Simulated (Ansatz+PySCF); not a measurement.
doublet C2H2F: levels of theory in one basis

```yaml
atoms:
  - { symbol: F, position_ang: [0.0000, -0.0998, -1.8633] }
  - { symbol: C, position_ang: [0.0000, 0.4994, -0.6936] }
  - { symbol: C, position_ang: [0.0000, -0.0076, 0.5174] }
  - { symbol: H, position_ang: [0.0000, 0.6437, 1.3795] }
  - { symbol: H, position_ang: [0.0000, -1.0357, 0.6599] }
```

Basis set: cc-pVTZ (spherical functions). Correlated methods keep 3 orbitals frozen. Correlation on ROHF uses semicanonical orbitals with singles. Charge 0, multiplicity 2.

Computed with Ansatz (development build ahead of 0.2.0); each method stands on the lowest determinant of its kind that the runs found.

```tsv
method	E − E(ROHF) (eV)	<S²> of the determinant
ROHF	0.00	0.75
UHF	-0.21	0.93
ROHF-MP2	-14.76	–
UHF-MP2	-14.54	0.93
```

What does ROHF-CCSD(T) give on the same scale?

-15.89 eV.

Is a single determinant a sound starting point here?

Only with care. Unrestricted orbitals gain 0.21 eV and <S²> is 0.93 against 0.75 for a pure state, a contamination that matters most for the unrestricted series.

Caution for UHF, UHF-MP2: the unrestricted determinant is spin contaminated. Caution for ROHF-MP2, UHF-MP2: forces differ strongly between restricted and unrestricted references.
